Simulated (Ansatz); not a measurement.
# BSi− (triplet): from Hartree-Fock to the top rungs, aug-cc-pVDZ

An exercise on one series of results from a longer session: the logs are not shown, and one member is left open.

Program: Ansatz 0.2.0, Gaussian basis. Level of theory: aug-cc-pVDZ, core rule «outside noble gas», up to 6 orbitals frozen. These are calculated values, not measurements.

Plan: UHF; CCSD(T) on ROHF; CCSD(T) on UHF; BCCD(T) on ROHF; CISD; CCSDT(Q) on ROHF; CCSDT(Q) on UHF; CASSCF and MRCISD+Q, 8 electrons in 8 orbitals; CASSCF and NEVPT2, 8 electrons in 8 orbitals.

17 further runs of the same task are left out: 8 that didn't finish, 9 set aside as unsound or not needed.

**What is computed**

The geometry is a PBE0/def2-TZVPD stationary point (not a proven minimum).

2 atoms, charge -1, spin multiplicity 3.

Atoms are counted from 1 here; the program's logs count them from 0.

Bond lengths: Si1–B2 1.853 Å.

Set-up of the first run:

in.yaml reads:

```yaml
crystal:
  periodic: [false, false, false]
  atoms:
    - {symbol: Si, position_ang: [0.000000, 0.000000, 0.000000]}
    - {symbol: B, position_ang: [0.000000, 0.000000, 1.853300]}
basis:
  gaussian: {orbitals: aug-cc-pVDZ}
total_charge: -1
magnetization: {spin_polarized: true, initial_magnetization: 2}
hamiltonian: {xc: hf}
output: {orbitals: {seedname: orbitals}}
```

Launch:

```
$ ansatz run in.yaml --threads 1 --pin off --events-out ev --progress --plain --max-ram 2393MiB
```

Steps of the session up to this table: UHF; CCSD(T) on ROHF; CCSD(T) on UHF; BCCD(T) on ROHF; CISD; CCSDT(Q) on ROHF; CCSDT(Q) on UHF; CASSCF and MRCISD+Q, 8 electrons in 8 orbitals; CASSCF and NEVPT2, 8 electrons in 8 orbitals.

One of the session's tables, all rows but one given; the rest of the session is left out.

| method | from RCCSDT(Q) (meV) |
| --- | --- |
| ROHF | +5342.7 |
| UHF | +5089.1 |
| RMP2 | +1138.9 |
| UMP2 | ? |
| CISD | +786.4 |
| RCCSD | +420.1 |
| UCCSD | +426.3 |
| RCCSD(T) | +82.9 |
| UCCSD(T) | +110.2 |
| BCCD(T) | +80.7 |
| RCCSDT | +30.8 |
| UCCSDT | +30.6 |
| RCCSDT(Q) | 0 |
| UCCSDT(Q) | -5.2 |
| CASSCF valence | +3403.7 |
| NEVPT2 valence | +876.8 |
| MRCISD valence | +312.3 |
| MRCISD+Q valence | +26.2 |

**Question.** Estimate the row for UMP2.

The run gave: from RCCSDT(Q) (meV): +1413.2. In the column «from RCCSDT(Q) (meV)» it lies between RMP2 (+1138.9) and CASSCF valence (+3403.7).

To keep in mind: Restricted and unrestricted rows rest on different reference determinants; where their highest levels disagree by more than a few hundredths of an eV, they describe different states and don't form one ladder.
